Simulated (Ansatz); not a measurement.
```yaml
crystal:
  periodic: [false, false, false]
  atoms:
    - {symbol: Si, position_ang: [-1.626549, -0.022027, -0.002377]}
    - {symbol: C, position_ang: [0.078291, 0.499028, 0.004641]}
    - {symbol: Si, position_ang: [1.690532, -0.226049, 0.000208]}
    - {symbol: H, position_ang: [-2.715755, 0.965990, 0.005146]}
basis:
  gaussian: {orbitals: def2-TZVP}
magnetization: {spin_polarized: true, initial_magnetization: 3}
hamiltonian: {xc: pbe0}
relax: {f_tol: 0.004, max_steps: 80}
```

```sh
$ ansatz run in.yaml --threads 1 --pin off --events-out ev --progress --plain --max-ram 2176MiB
```

Steps of the relaxation (energy above the last step; positions in Å, forces in eV/Å):

```
4
step 1, 190.4 meV
Si   -1.627   -0.022   -0.002   -0.258   -0.232   -0.002
C     0.078    0.499    0.005    0.795   -0.610   -0.004
Si    1.691   -0.226    0.000   -0.188    0.469    0.004
H    -2.716    0.966    0.005   -0.348    0.373    0.003
```

```
4
step 2, 115.3 meV
Si   -1.661   -0.034   -0.003   -0.144    0.032    0.000
C     0.076    0.419    0.004    0.574   -0.570   -0.004
Si    1.738   -0.177    0.001   -0.383    0.410    0.003
H    -2.727    1.009    0.006   -0.048    0.129    0.001
```

```
4
step 3, 34.4 meV
Si   -1.734   -0.071   -0.003    0.093    0.275    0.003
C     0.052    0.226    0.002    0.506   -0.302   -0.002
Si    1.797   -0.042    0.002   -0.793    0.205    0.001
H    -2.688    1.104    0.006    0.195   -0.179   -0.001
```

```
4
step 7, 0.0 meV
Si   -1.760   -0.087   -0.003   -0.014    0.001    0.000
C     0.031    0.094    0.001    0.021    0.002    0.000
Si    1.760    0.063    0.003   -0.005   -0.001    0.000
H    -2.605    1.148    0.007   -0.002   -0.002    0.000
```

```
4
step 8, 0.0 meV
Si   -1.759   -0.087   -0.003    0.000   -0.001    0.000
C     0.032    0.095    0.001   -0.001    0.001    0.000
Si    1.761    0.061    0.003    0.000    0.000    0.000
H    -2.607    1.147    0.007    0.001    0.000    0.000
```

Close pairs at the end: Si1–H4 1.497 Å, C2–Si3 1.729 Å, Si1–C2 1.800 Å.

A stationary point of unrestricted PBE0 after 8 steps, with ⟨S²⟩ = 3.764 against 3.75 for a pure state; no frequencies were run, so it isn't proven a minimum. 2.2 min on 1 thread of AMD EPYC 7R43, shared host.
